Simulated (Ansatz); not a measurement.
A nudged elastic band was laid between two geometries of C₂H₃O₂ (7 atoms, charge 0, multiplicity 2).

Method: UKS PBE-D4/6-31G* in Ansatz 0.2.0.

```
movable images  : 7
climbing image  : yes
spring          : 5.0 eV/Å²
optimiser       : quadratic models (default)
start path      : IDPP
force threshold : 0.05 eV/Å
iteration limit : 60
end points      : relaxed
```

First end point:

```xyz
7
Properties=species:S:1:pos:R:3
C -0.737 0.906 -0.081
O 0.517 0.475 0.245
C 0.790 -0.869 0.092
O 0.007 -1.704 -0.310
H -1.466 0.186 -0.447
H -0.889 1.973 0.057
H 1.840 -1.036 0.400
```

Last end point:

```xyz
7
Properties=species:S:1:pos:R:3
C -0.765 0.878 0.165
O 0.548 0.490 0.129
C 0.836 -0.842 -0.073
O 1.970 -1.255 -0.084
H -1.539 0.162 -0.125
H -0.906 1.956 0.161
H -0.083 -1.457 -0.219
```

What changes between the two ends?

No bond is made or broken. The dihedral C1–O2–C3–O4 goes from 0 to -178°.

Give the energies along the band, and the barrier.

The forces met the threshold. The highest image is number 4 of 0 to 8, 13.8 kcal/mol above the first end and 9.5 kcal/mol above the last; the last end lies 4.2 kcal/mol above the first. A vibrational analysis at the climbing image gives one clearly imaginary mode, 298i cm⁻¹: a first-order saddle point.

| image | path coordinate (Å) | energy (kcal/mol) | dihedral C1–O2–C3–O4 (°) |
| --- | --- | --- | --- |
| 0 | 0.00 | 0.0 | 0 |
| 1 | 0.39 | 0.7 | 7 |
| 2 | 0.78 | 3.4 | 23 |
| 3 | 1.16 | 10.2 | 56 |
| 4 | 1.55 | 13.8 | 91 |
| 5 | 2.08 | 10.7 | 124 |
| 6 | 2.62 | 6.7 | 151 |
| 7 | 3.15 | 4.8 | 169 |
| 8 | 3.68 | 4.2 | -178 |

What is the geometry of the highest image?


```xyz
7
Properties=species:S:1:pos:R:3:forces:R:3
C -0.639 0.903 0.402 0.00 -0.01 0.00
O 0.476 0.490 -0.303 0.01 0.01 -0.01
C 0.743 -0.877 -0.306 -0.01 0.00 0.01
O 0.331 -1.634 -1.145 0.00 0.00 0.00
H -1.497 0.222 0.423 0.00 0.00 0.00
H -0.775 1.984 0.355 0.00 -0.01 0.00
H 1.423 -1.155 0.529 0.00 0.00 0.00
```

What are the harmonic wavenumbers there?

298i, 229, 276, 623, 648, 965, 997, 1156, 1210, 1351, 1441, 1810, 2958, 3081, 3228 cm⁻¹.

Time of the run: 6.3 min on 1 thread of Intel(R) Xeon(R) Processor @ 2.50GHz (Skylake/Cascade Lake), on a shared host, peak memory 0.14 GiB.
